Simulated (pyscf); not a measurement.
This saddle point was located with ωB97X-D3(BJ)/def2-SVP in PySCF.

```
Cr
O 1 1.5221
O 1 1.5222 2 109.92
H 1 1.6837 2 89.30 3 -88.87
H 4 0.9700 1 84.10 2 -124.67
Cl 5 1.5763 4 154.36 1 -0.76
Cl 1 2.1680 2 104.69 4 -159.31
```

Surface: singlet, charge 0. Lowest wavenumbers (cm⁻¹): 697i, 86, 188, 245, 295.

Question: Which two sides does it connect, and which bonds change?

Answer: O=Cr(=O)(Cl)–Cl (SMILES [O]=[Cr](=[O])([Cl])[Cl]) + H₂ (SMILES [H][H]) <-> O=CrH(=O)–Cl (SMILES [O]=[CrH](=[O])[Cl]) + HCl (SMILES Cl), a four-centre exchange read from left to right: Cl–Cr, H–H broken and Cr–H, Cl–H formed. At ωB97M-D3(BJ)/def2-TZVP it lies +1.43 eV from the left side and +0.84 eV from the right (each side as separated species at their lowest minima found). O=CrH(=O)–Cl lies 2.12 eV over its isomer O=Cr(OH)–Cl [triplet] (electronic energy, ωB97M-D3(BJ)/def2-TZVP). This is the saddle that the search found; another between the same sides may lie lower.
